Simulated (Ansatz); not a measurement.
Structure relaxation of P

Method: DFT r2SCAN, scalar-relativistic, plane waves, PAW in Ansatz 0.2.0. Cutoff 500 eV, Γ-centred k mesh, Gaussian smearing, no spin polarisation in the final step.

A relaxed cell is given with its space group left out.

```
CELL_PARAMETERS angstrom
-1.70090 2.52401 1.86671
1.70090 -2.52401 1.86671
1.70090 2.52401 -1.86671
ATOMIC_POSITIONS crystal
P 0.80248 0.05248 0.75000
P 0.19752 0.94752 0.25000
```

Energies count from the standard state of P at the same level.

Task: What space group does it have?

Result: Imma (No. 74). Conventional cell: a = 3.402 Å, b = 5.048 Å, c = 3.733 Å. Around P lie 2 P at 2.25 Å, 2 P at 2.55 Å and 2 P at 2.83 Å.

Task: How far above the standard state of P does it lie?

Result: 0.10 eV/atom.

Task: Is it a metal?

Result: Yes, bands cross the Fermi level on the 16×16×16 mesh.

The final run used a 16×16×16 mesh on its 2-atom cell and 0.10 eV smearing. The k mesh leaves about 4 meV/atom of noise in metals.

This form isn't the element's structure at ambient conditions.